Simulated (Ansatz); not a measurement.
# BSiNH+ (quintet): wave-function methods side by side, def2-QZVPP

The task here is to estimate one member of a computed series from the others.

Method: def2-QZVPP, core rule «outside noble gas», up to 7 orbitals frozen; program: Ansatz 0.2.0, Gaussian basis.

To be run: UHF; ROHF; CCSD(T) on UHF.

5 further runs of the same task are left out: 1 that didn't finish, 4 set aside as unsound or not needed. Runs told in other sessions of the task aren't counted.

## The system

The geometry is a PBE0/def2-TZVP stationary point (not a proven minimum) of the parent state, kept for this charge and spin.

4 atoms, charge 1, spin multiplicity 5.

Atoms are counted from 1 here; the program's logs count them from 0.

Bond lengths: B1–Si2 1.920 Å, Si2–N3 1.668 Å, Si2–H4 1.486 Å. Angles: B1–Si2–N3 121.8°, B1–Si2–H4 115.6°, N3–Si2–H4 122.6°.

Geometry (Å):

```csv
atom,x (Å),y (Å),z (Å)
B1,0.0000,-0.5645,1.7179
Si2,0.0000,0.3701,0.0409
N3,0.0000,-0.4396,-1.4177
H4,0.0000,1.8530,0.1336
```

The first run:

in.yaml

```yaml
crystal:
  periodic: [false, false, false]
  atoms:
    - {symbol: B, position_ang: [0.000000, -0.564500, 1.717940]}
    - {symbol: Si, position_ang: [0.000000, 0.370053, 0.040934]}
    - {symbol: N, position_ang: [0.000000, -0.439646, -1.417676]}
    - {symbol: H, position_ang: [0.000000, 1.852957, 0.133591]}
basis:
  gaussian: {orbitals: "def2-QZVPP.json"}
total_charge: 1
magnetization: {spin_polarized: true, initial_magnetization: 4}
hamiltonian: {xc: hf}
output: {orbitals: {seedname: orbitals}}
```

Command:

```
ansatz run in.yaml --threads 1 --pin off --events-out ev --progress --plain --max-ram 2393MiB
```

Steps of the session up to this table: UHF; ROHF; CCSD(T) on UHF.

One of the session's tables, all rows but one given; the rest of the session is left out.

| method | from UCCSD(T) (kJ/mol) |
| --- | --- |
| ROHF | ? |
| UHF | +825.6 |
| UMP2 | +134.4 |
| UCCSD | +31.5 |
| UCCSD(T) | 0 |

Estimate the missing values for ROHF.

As computed: from UCCSD(T) (kJ/mol): +846.9. In the column «from UCCSD(T) (kJ/mol)» it is the highest.
